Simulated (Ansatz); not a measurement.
Input file for Ansatz (a quantum-chemistry and plane-wave program): U-r2SCAN/def2-TZVPPD on C3H7 (SMILES [CH2]CC), 2S+1 = 2. Files ending in .json are basis or fitting sets from the Basis Set Exchange.

Ansatz 0.2 input:
```yaml
crystal:
  periodic: [false, false, false]
  atoms:
    - {symbol: C, position_ang: [1.20844000, -0.28718900, 0.00005700]}
    - {symbol: C, position_ang: [-0.06535900, 0.57613200, -0.00005700]}
    - {symbol: C, position_ang: [-1.31478700, -0.23951800, -0.00001100]}
    - {symbol: H, position_ang: [1.24136900, -0.92839500, 0.88123400]}
    - {symbol: H, position_ang: [1.24139400, -0.92858600, -0.88098000]}
    - {symbol: H, position_ang: [2.10187100, 0.33872700, 0.00000000]}
    - {symbol: H, position_ang: [-0.04821800, 1.22685100, -0.87708900]}
    - {symbol: H, position_ang: [-0.04827200, 1.22703700, 0.87683400]}
    - {symbol: H, position_ang: [-1.72914600, -0.61577100, 0.92443500]}
    - {symbol: H, position_ang: [-1.72876300, -0.61641500, -0.92436900]}
basis:
  gaussian:
    orbitals: def2-TZVPPD.json
hamiltonian:
  xc: {name: r2SCAN}
magnetization: {spin_polarized: true, initial_magnetization: 1}
```

The log:

```
WARN ansatz: RAYON_NUM_THREADS=2 ignored (pool sized by the plan → 2); use --threads N
Functional definition: r2SCAN
integrals: 0.10 GiB planned
935 factors; their error is unknown
mean field: 1.29 GiB planned
mean field evaluation 1: about -3212.9149 eV, gradient 4.5e1 eV
mean field evaluation 2: about -3204.0963 eV, gradient 6.0e1 eV
mean field evaluation 4: about -3222.8537 eV, gradient 2.2e0 eV
mean field evaluation 8: about -3222.8836 eV, gradient 3.9e-2 eV
mean field evaluation 16: about -3222.8413 eV, gradient 1.3e-4 eV
mean field -3222.84132989 eV, -118.4372343530 hartree, gradient 5.3e-5 eV, S^2 0.756845; 0 other end points of the search recorded, 0 dependent functions left out
reference -3222.84134483 eV, -118.4372349021 hartree; 13, 12 occupied and 217, 218 virtual orbitals, 935 factors
Total energy: -3222.84134483 eV, -118.4372349021 hartree
```

Self-consistency was reached.

Cost: very roughly 16 core-seconds.
